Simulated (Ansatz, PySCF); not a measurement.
UKS-B3LYP/6-31G* against FCI for diatomic hydrides: bond length at the minimum.

Values in Å, from Ansatz (a quantum-chemistry and plane-wave program) and PySCF. Where two bases are given, the first is that of UKS-B3LYP/6-31G*. Full CI is exact in its basis, with frozen cores. Scans on which UKS-B3LYP/6-31G* failed, held another spin at the minimum or broke off are missing, so the means are lower bounds.

```
system                             basis  UKS-B3LYP/6-31G*    FCI  UKS-B3LYP/6-31G* − FCI
------------------  --------------------  ----------------  -----  ----------------------
HO cation triplet   6-31G* / aug-cc-pVDZ             1.044  1.037                   0.007
HGa singlet             6-31G* / cc-pVTZ             1.704  1.688                   0.015
HMg doublet           6-31G* / def2-TZVP             1.757  1.739                   0.018
HAs triplet             6-31G* / cc-pVDZ             1.546  1.543                   0.004
CH cation singlet       6-31G* / cc-pVQZ             1.133  1.130                   0.003
HO cation triplet       6-31G* / cc-pVTZ             1.044  1.031                   0.014
HGe doublet         6-31G* / aug-cc-pVTZ             1.619  1.606                   0.013
HO doublet          6-31G* / aug-cc-pVDZ             0.983  0.980                   0.003
HBe cation singlet      6-31G* / cc-pVTZ             1.325  1.318                   0.006
HO cation triplet       6-31G* / cc-pVTZ             1.044  1.031                   0.014
```

Q: What do these rows say about the size and sign of the difference from FCI?

A: The mean difference from FCI is 0.010 Å (median 0.010) and the mean absolute one 0.010 Å (median 0.010); UKS-B3LYP/6-31G* lies above in 10 and below in 0 of 10 cases. It is closest for HO doublet (0.003), CH cation singlet (0.003), HAs triplet (0.004) and furthest off for HMg doublet (0.018), HGa singlet (0.015), HO cation triplet (0.014).
